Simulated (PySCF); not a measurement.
Compound: CHF3S.
Z-matrix (Å and degrees, PBE0-D3(BJ)/def2-TZVP geometry), rows numbered from 1:
```
F 
C   1  1.3332
F   2  1.3332  1  106.90
F   2  1.3311  1  108.18  3  -116.31
S   2  1.8044  1  112.71  3   124.33
H   5  1.3426  2   93.16  1   -60.37
```

Computed with PySCF at wB97X-D/pcSseg-2, non-relativistic, on one gas-phase PBE0-D3(BJ)/def2-TZVP geometry that isn't relaxed in the solvent. The solvent is an IEF-PCM continuum (Bondi radii, 1.10 Å for H, scaled by 1.2). The model holds no explicit solvent molecules, cavitation or dispersion.

Gas phase at wB97X-D/pcSseg-2: HOMO -10.19 eV, LUMO 1.32 eV, dipole 1.51 D.

**Question.** What does the continuum do to the energy, the frontier levels and the dipole at wB97X-D/pcSseg-2 in chloroform?

**Answer.** 
```json
{"solvent": "chloroform", "ε": "4.711", "E(solvent) − E(gas) (kcal/mol)": "-1.99", "polarisation term (kcal/mol)": "-2.20", "distortion of the solute (kcal/mol)": "0.21", "HOMO (eV)": "-10.01", "LUMO (eV)": "1.62", "dipole (D)": "1.81"}
```

The polarisation term is half the interaction of the solute with the surface charges that it induces; the rest is the cost of distorting the solute's density. The sum is the electrostatic part of solvation alone.

**Question.** Which radius a makes the point-dipole formula ΔE = −[(ε − 1)/(2ε + 1)]·μ²/a³ give the value in chloroform, with the gas-phase dipole?

**Answer.** μ = 0.595 au and |ΔE| = 0.00317 Eh give a = 1.81 Å; the farthest nucleus lies 1.88 Å from the centroid of the nuclei, so such a sphere wouldn't even hold the nuclei. The formula assumes a rigid point dipole at the centre of a sphere.

The pairwise dispersion term of wB97X-D wasn't added to the energies; at a given geometry it leaves orbitals and properties as they are.
